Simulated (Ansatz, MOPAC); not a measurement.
# CClF3 (SMILES FC(F)(F)Cl): methods side by side

CClF3, singlet, SMILES `FC(F)(F)Cl`. Each level relaxes the structure for itself.

Each level gives the highest harmonic wavenumber at each level's own minimum (cm⁻¹). The values are calculated.

```
                             level            kind  program  value (cm⁻¹)
                            PM6-D3  semi-empirical    MOPAC          1309
                          PM6-D3H4  semi-empirical    MOPAC          1310
                           PM6-DH+  semi-empirical    MOPAC          1310
                           PM6-ORG  semi-empirical    MOPAC          1392
                         HF/STO-3G    Hartree–Fock   Ansatz          1515
                          HF/3-21G    Hartree–Fock   Ansatz          1451
   HF/6-31G* (Cartesian functions)    Hartree–Fock   Ansatz          1418
                      PBE/def2-SVP             GGA   Ansatz          1213
                 PBE0-D4/def2-TZVP   global hybrid   Ansatz          1240
B3LYP/6-31G* (Cartesian functions)   global hybrid   Ansatz          1263
```

Harmonic and unscaled. The values span 1213 to 1515 cm⁻¹.
